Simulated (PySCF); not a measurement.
Isomers of C4H4S2. The calculation used PBE0-D3(BJ)/def2-SVP geometry optimisation, gas phase in PySCF 2.14.0. Energies are electronic, without zero-point or thermal terms, for one conformer each. No frequencies were run at this level. Point groups hold within 0.08 Å.

Task: Rank from lowest to highest electronic energy at this level (kJ/mol).
A. `[SH:1][c:2]1[cH:3][cH:4][cH:5][s:6]1` with H–S1–C2–C3 -105°
B. `[CH:1]1=[CH:2][S:3][CH:4]=[CH:5][S:6]1` with C1–C2–S3–C4 37°, C2–S3–C4–C5 -37°, C4–C5–S6–C1 37°, C2–C1–S6–C5 -37°
C. `[SH:1][c:2]1[cH:3][cH:4][s:5][cH:6]1` with H–S1–C2–C3 60°

Result: A (0.0), C (0.5), B (88.5).

As drawn, the lowest has an aromatic ring and an S–H bond, which the highest lacks; the highest has a C=C bond outside aromatic rings, which the lowest lacks. Neighbours under 10 kJ/mol apart (Sc1cccs1 and Sc1ccsc1) can change places with a better method, another conformer or zero-point energy.

```tsv
SMILES	E (Eh)	E rel (kJ/mol)	dipole (D)	point group	A, B, C (MHz)
Sc1cccs1	-950.38691	0.0	1.47	–	5319, 1851, 1386
Sc1ccsc1	-950.38672	0.5	1.30	–	6969, 1502, 1243
C1=CSC=CS1	-950.35320	88.5	1.33	C2v	4283, 2381, 1636
```

Task: As an exercise, what shares would exp(−E/RT) give at 1000 K from these electronic energies alone (no entropy, no degeneracies)?

Result: RT = 8.314 kJ/mol: Sc1cccs1 51.5 %, Sc1ccsc1 48.5 %, C1=CSC=CS1 under 0.1 %.
